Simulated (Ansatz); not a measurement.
Process, species as SMILES: FCF → C atom + 2 F atom + 2 H atom
B3LYP-D3(BJ)/def2-TZVP geometries, fixed; electronic energies without zero-point terms.
Largest species:
```xyz
5

C      0.0044     0.0053     0.5043
F     -0.0170     1.1024    -0.3021
F      0.0119    -1.1085    -0.2792
H     -0.9025    -0.0002     1.1113
H      0.9218     0.0234     1.0951
```

Basis-set convergence of the atomisation energy at PBE with Ansatz (an electronic-structure program). All functions are spherical. The program fits the integrals of some runs and decomposes those of others, by size. Open shells are unrestricted. No added dispersion term, no relativity. Functions are those of the species that has most. Reference: the value in aug-pcseg-3, 451.20 kcal/mol, itself unsure by roughly 0.20 kcal/mol (its mean distance from aug-cc-pVQZ, cc-pV5Z, def2-QZVPPD). Deviations are taken from unrounded values.

| basis | functions | atomisation energy (kcal/mol) | minus reference (kcal/mol) |
|---|---|---|---|
| pcseg-0 | 31 | 424.63 | -26.57 |
| pcseg-1 | 52 | 446.24 | -4.96 |
| aug-pcseg-1 | 87 | 449.33 | -1.87 |
| pcseg-2 | 118 | 451.09 | -0.11 |
| aug-pcseg-2 | 184 | 451.48 | 0.27 |
| pcseg-3 | 246 | 451.19 | -0.01 |
| aug-pcseg-3 | 353 | 451.20 | 0.00 |

The smallest set listed that lies within 4 kcal/mol of the reference with all its larger relatives (same family, alike in diffuse functions; a set with none counts only in the reference's own line) is aug-pcseg-1 (87 functions, -1.87 kcal/mol off).
